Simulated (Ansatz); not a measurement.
Input file:

```yaml
crystal:
  periodic: [false, false, false]
  atoms:
    - {symbol: B, position_ang: [0.000000, 0.000000, 1.084444]}
    - {symbol: Mg, position_ang: [0.000000, 0.000000, -0.859509]}
    - {symbol: H, position_ang: [0.000000, 0.000000, 2.141904]}
    - {symbol: H, position_ang: [0.000000, 0.000000, -2.366838]}
basis:
  gaussian: {orbitals: 6-31G, fitting: {mean_field: def2-universal-jkfit}}
magnetization: {spin_polarized: true, initial_magnetization: 1}
hamiltonian: {xc: hf}
output: {forces: true, orbitals: {seedname: orbitals}}
```

```sh
$ ansatz run in.yaml --threads 1 --pin off --events-out ev --progress --plain --max-ram 2393MiB
```

The program prints:

```
223 factors; integrals over basis functions are off by at most 9.5e-2 eV
mean field evaluation 1: about -6129.3924 eV, gradient 6.7e0 eV
mean field evaluation 2: about -6129.9442 eV, gradient 2.0e0 eV
mean field evaluation 4: about -6130.0020 eV, gradient 1.5e-1 eV
mean field evaluation 8: about -6122.0809 eV, gradient 1.2e1 eV
mean field evaluation 16: about -6129.8881 eV, gradient 1.1e0 eV
mean field evaluation 32: about -6122.1895 eV, gradient 5.3e0 eV
mean field -6130.00273607 eV, -225.2734454853 hartree, gradient 2.0e-5 eV, S^2 0.754499; 0 other end points of the search recorded, 0 dependent functions left out
the calculation of the forces begins
reference -6130.00273607 eV, -225.2734454853 hartree; 10, 9 occupied and 16, 17 virtual orbitals, 223 factors
Total energy: -6130.00273607 eV, -225.2734454853 hartree
Atom 0 at     0.000000     0.000000     1.084444 Å, force    -0.000000    -0.000000    -0.591990 eV/Å
Atom 1 at     0.000000     0.000000    -0.859509 Å, force     0.000000     0.000000    -1.048278 eV/Å
Atom 2 at     0.000000     0.000000     2.141904 Å, force     0.000000     0.000000     4.710347 eV/Å
Atom 3 at     0.000000     0.000000    -2.366838 Å, force    -0.000000     0.000000    -3.070080 eV/Å
Dipole moment:     0.000000    -0.000000     0.187450 e Å
```

Forces (eV/Å):
```
B    0.000  0.000 -0.592
Mg   0.000  0.000 -1.048
H    0.000  0.000  4.710
H    0.000  0.000 -3.070
```

Ran on 1 thread of AMD EPYC 9B14, shared host: 0.15 s wall, 0.08 GiB peak host memory.
